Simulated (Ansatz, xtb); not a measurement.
## Two isomers of C2H4OS

We compare X, `O=CCS`, a singlet, with Y, `OCC=S`, a singlet. Both are isolated molecules in the gas phase, relaxed with PBE0-D3(BJ)/def2-SVP; each stands in its lowest conformer found.

Energies in hartree; the thermal terms are from PBE0-D3(BJ)/def2-SVP harmonic frequencies (ideal gas, rigid rotor, one conformer each, 298.15 K, 1 atm) and include the zero-point energy:

|  | X | Y |
| --- | --- | --- |
| E, CCSD(T)/def2-TZVP | −551.303765 | −551.289734 |
| zero-point energy | 0.055920 | 0.059108 |
| H(298 K) − E | 0.061907 | 0.064663 |
| G(298 K) − E | 0.027614 | 0.031515 |

Problem. Work out ΔE, ΔE₀, ΔH and ΔG for X → Y in kJ/mol (1 Eh = 2625.50 kJ/mol) and the equilibrium ratio [Y]/[X].

Solution. 1. ΔE = −551.289734 − (−551.303765) = +0.014031 Eh = +36.84 kJ/mol.
2. ΔE₀ = ΔE + ΔZPE = +0.014031 + (+0.003188) Eh = +45.21 kJ/mol.
3. ΔH = ΔE + (+0.002756) Eh = +44.07 kJ/mol.
4. ΔG = ΔE + (+0.003901) Eh = +47.08 kJ/mol, so ΔS = (ΔH − ΔG)/T = −10.1 J/(mol K).
5. kT = 0.9442 mEh, so K = [Y]/[X] = exp(−ΔG/kT) = exp(−18.99) ≈ 5.6 × 10^−9.

Structure X is favoured at this temperature. An error of 4 kJ/mol in ΔG would change K by a factor of 5. Mirror images and further conformers aren't counted.

As drawn, Y has 1 C–O, 1 C=S, 1 O–H in place of 1 C=O, 1 C–S, 1 S–H.

Other levels gave ΔE = +27.6 (GFN2-xTB); +81.0 (HF/STO-3G, GFN2-xTB geometries); +37.7 (r2SCAN-D4/def2-SVP, GFN2-xTB geometries); +39.5 (PBE0-D3(BJ)/def2-SVP); +51.1 (HF/def2-TZVP); +35.9 (MP2/def2-TZVP) kJ/mol. The correlated steps freeze 8 core orbitals. Programs: Ansatz 0.2.0, xtb 6.7.1.
